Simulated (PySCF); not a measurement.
# BO⁺: one state, many levels of theory

State: ¹Σ⁺ (singlet), closed shell. Set-up: basis B x2c-SVPall, O x2c-SVPall; spin-free X2C with a Gaussian nucleus; PySCF 2.14. De refers to B⁺ + O in their high-spin ground configurations, without counterpoise correction. A positive dipole points towards O; it is taken about the centre of mass and depends on that origin. Levels whose curve was spin-contaminated or gave no clean fit are not listed.

```tsv
Level	Re (Å)	ωe (cm⁻¹)	De (eV)	μ (D)
RHF	1.153	2281	0.95	-6.78
RHF-CCSD	1.197	1965	3.09	n/a
RHF-CCSD(T)	1.214	1802	3.43	n/a
PBE	1.207	1888	5.00	-5.45
PBEsol	1.205	1904	5.37	-5.50
r²SCAN	1.195	1956	4.51	-5.83
PBE0	1.186	2011	4.18	-5.94
r²SCAN0	1.180	2053	3.88	-6.16
B97-3	1.185	2019	4.21	-5.99
ωB97X	1.183	2044	4.08	-6.14
```

Problem. Which functional lies closest to RHF-CCSD(T) in De, which farthest, and by how much do they differ from it?

Solution. Closest is r²SCAN0 (-3.4 pm in Re, +13.9 % in ωe, +0.45 eV in De against RHF-CCSD(T) in the same basis), farthest PBEsol (-0.9 pm in Re, +5.7 % in ωe, +1.94 eV in De). CCSD(T) converges more slowly with the basis than the functionals do and binds too weakly in this one, so the order can change at the basis-set limit.

Problem. What does a quarter of exact exchange do here, going from PBE to PBE0?

Solution. PBE0 less PBE: -2.1 pm in Re, +6.5 % in ωe, -0.82 eV in De. Exact exchange removes part of the self-interaction that spreads semilocal densities, and in most molecules shortens and stiffens the bond and lowers De; so it does here.

Problem. What does the step from GGA to meta-GGA do here, going from PBE to r²SCAN?

Solution. r²SCAN less PBE: -1.2 pm in Re, +3.6 % in ωe, -0.49 eV in De. 

Correlated steps freeze 2 core orbitals. Correlated levels converge slowly with the basis: in double zeta they bind strong bonds too weakly, by up to about 1 eV, and carry superposition errors of some tenths. For an ion De counts to the pair picked by the measured ionisation energies or electron affinities, which need not be the lowest pair at this level. Where the molecule has an RHF reference, its open-shell atoms are computed with UHF. The CCSD T1 diagnostic is raised, a sign that a single reference may not be enough here.
